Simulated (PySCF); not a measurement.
NMR data simulated for an unnamed compound:

¹H NMR (400 MHz, computed): δ 9.60 (d, J = 1.6 Hz, 1H), 9.05 (d, J = 5.4 Hz, 2H), 7.34 (td, J = 5.4, 1.6 Hz, 1H).

¹³C{¹H} NMR (computed): δ 165.6 (CH), 163.3 (CH), 127.0 (CH).

Theory: spin–spin couplings from B3LYP/pcJ-1 (spin–dipole term only in couplings to heteroatoms), PBE0/pcSseg-1 with gauge-including orbitals, structure optimised with GFN2-xTB, in PySCF 2.14.0 with density-fitted response routines (no solvent, a single conformation, non-relativistic, rapidly exchanging positions averaged).

Referencing at the same level of theory: ¹H, ¹³C against TMS.

Q: Which of these does the molecule contain: an N-methyl group, a Si–CH3 group, an aldehyde, a heteroaromatic ring?

A: 
- An N-methyl group: no.
- A Si–CH3 group: no.
- An aldehyde: no.
- A heteroaromatic ring: yes.

The data belong to SMILES c1cncnc1, C4H4N2; they needn't prove each group on their own.

Carbon signals by region: 2 in the far downfield region (above 160 ppm), 1 in the sp2 and nitrile region (100–160 ppm). Above 160 ppm: 165.6, aromatic CH between two ring heteroatoms, 163.3, aromatic CH next to a ring nitrogen.

Multiplet labels drop couplings under 1 Hz and merge nearly equal ones. Unscaled 3J(H,H) at this level run about 10 % above measured values. Shifts are as computed. Against solution values, carbons near 30 ppm lie about +3 ppm off and those near 130 ppm about +5 ppm. Of 1211 compounds with measured shifts, 218 miss one by over three times the rms of a fit or turn the order of signals round; such compounds aren't used in these exercises.
